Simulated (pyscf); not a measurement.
Atom transfer: F–SiH₂–NH–SiH₃ + H• → •H₂Si–NH–SiH₃ + HF

Gas phase, doublet surface, charge 0. Bonds broken: Si1–F11. Bonds formed: H4–F11. Structures and frequencies: ωB97X-D3(BJ)/def2-SVP in PySCF.

Transition state (Å):

```xyz
11

Si    -0.7061     1.1068     0.3099
N     -0.9421    -0.5961     0.2359
Si    -0.4718    -1.7062    -1.0278
H     -2.1395     1.9742     0.2010
H     -0.0026     1.6369     1.5038
H      0.0828     1.4424    -0.9204
H     -1.5063    -0.9809     0.9910
H     -1.6612    -2.3999    -1.6048
H      0.2092    -0.9149    -2.0881
H      0.4599    -2.7556    -0.5183
F     -2.5586     1.3826     1.2318
```

One imaginary mode, 705i cm⁻¹; descent along it reached the two sides named.

```
bond     change  reactant side (Å)  saddle  product side
-------  ------  -----------------  ------  ------------
Si1–F11  breaks              1.631   2.088           3.1
H4–F11    forms                5.5   1.260         0.929
```

Electronic energies relative to the separated reactants (eV):

```tsv
level	barrier	reaction energy	reverse barrier
ωB97X-D3(BJ)/def2-TZVP	1.58	+0.91	0.67
PBE/def2-TZVP	1.20	+0.72	0.48
r²SCAN/def2-TZVP	1.33	+0.80	0.53
B3LYP-D3(BJ)/def2-TZVP	1.42	+0.76	0.66
PBE0-D3(BJ)/def2-TZVP	1.43	+0.78	0.66
M06-2X/def2-TZVP	1.77	+0.91	0.86
ωB97M-D3(BJ)/def2-TZVP	1.61	+0.92	0.69
HF/def2-TZVP	2.55	+1.12	1.42
```

With ωB97M-D3(BJ)/def2-TZVP energies and thermal terms (ideal gas, 1 atm, RRHO with modes under 100 cm⁻¹ raised to 100, one conformer, R ln 2 for chiral ones without a mode under 150 cm⁻¹), in eV:

```tsv
T (K)	ΔH‡	ΔG‡	ΔH	ΔG
298	1.65	1.95	+1.04	+0.89
600	1.62	2.27	+1.01	+0.75
900	1.60	2.60	+0.98	+0.63
1200	1.58	2.93	+0.94	+0.51
```

At the saddle there is also a short H–Si contact that neither side keeps. This saddle turned up in a search for another step; its sides and bond changes are read from the two ends of the descent. The same reactants have a lower exit, to F–SiH₂–NH–SiH₂• + H₂ (barrier +0.20 eV at ωB97M-D3(BJ)/def2-TZVP, against +1.61 eV here). One saddle was located; it need not be the lowest between these sides. The angle at the transferred F is 54°: a side-on saddle, likely not the lowest.
